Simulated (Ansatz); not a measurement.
**AlH3 (quintet): the correlation ladder, cc-pVDZ**

One table from this session's results is given with a row withheld; the runs are named, their logs left out.

Method: cc-pVDZ, core rule «outside noble gas», up to 5 orbitals frozen; program: Ansatz 0.2.0, Gaussian basis.

Plan: UHF; CCSD(T) on ROHF; CCSD(T) on UHF; BCCD(T) on ROHF; CISD; CCSDT(Q) on ROHF; CCSDT(Q) on UHF; Full CI.

32 further runs of the same task are left out: 2 for a mislabelled method, 8 for a known fault of the program, 10 that didn't finish, 12 set aside as unsound or not needed.

**What is computed**

The geometry is a PBE0/def2-TZVP stationary point (not a proven minimum) of the parent state, kept for this charge and spin.

4 atoms, charge 0, spin multiplicity 5.

Atoms are counted from 1 here; the program's logs count them from 0.

Bond lengths: Al1–H2 1.590 Å, Al1–H3 1.843 Å, Al1–H4 1.843 Å, H3–H4 0.841 Å. Angles: H2–Al1–H3 101.8°, H2–Al1–H4 101.8°, H3–Al1–H4 26.4°, Al1–H3–H4 76.8°, Al1–H4–H3 76.8°.

Set-up of the first run:

in.yaml reads:

```yaml
crystal:
  periodic: [false, false, false]
  atoms:
    - {symbol: Al, position_ang: [0.000000, 0.074413, -0.095633]}
    - {symbol: H, position_ang: [0.000000, -1.372409, -0.753982]}
    - {symbol: H, position_ang: [0.420650, -0.309773, 1.656991]}
    - {symbol: H, position_ang: [-0.420650, -0.309773, 1.656991]}
basis:
  gaussian: {orbitals: cc-pVDZ}
magnetization: {spin_polarized: true, initial_magnetization: 4}
hamiltonian: {xc: hf}
output: {orbitals: {seedname: orbitals}}
```

Command:

```bash
ansatz run in.yaml --threads 1 --pin off --events-out ev --progress --plain --max-ram 2393MiB
```

Steps of the session up to this table: UHF; CCSD(T) on ROHF; CCSD(T) on UHF; BCCD(T) on ROHF; CISD; CCSDT(Q) on ROHF; CCSDT(Q) on UHF; Full CI.

One of the session's tables, all rows but one given; the rest of the session is left out.

```
   method  from FCI (kJ/mol)
     ROHF             +172.5
      UHF             +170.7
     RMP2                  ?
     UMP2              +46.6
     CISD               +5.4
    RCCSD               +3.7
    UCCSD               +3.6
 RCCSD(T)               +1.2
 UCCSD(T)               +1.1
  BCCD(T)               +1.2
   RCCSDT               +0.1
   UCCSDT               +0.1
RCCSDT(Q)                0.0
UCCSDT(Q)                0.0
      FCI                  0
```

Q: Estimate the row for RMP2 from the others.

As computed: from FCI (kJ/mol): +46.7. In the column «from FCI (kJ/mol)» it lies between UMP2 (+46.6) and UHF (+170.7).

Caveats from the session: Levels on UHF freeze UHF's core orbitals, full CI those of ROHF, so the U rows can settle a little off it for that reason alone. Restricted and unrestricted rows rest on different reference determinants; where their highest levels disagree by more than a few hundredths of an eV, they describe different states and don't form one ladder.
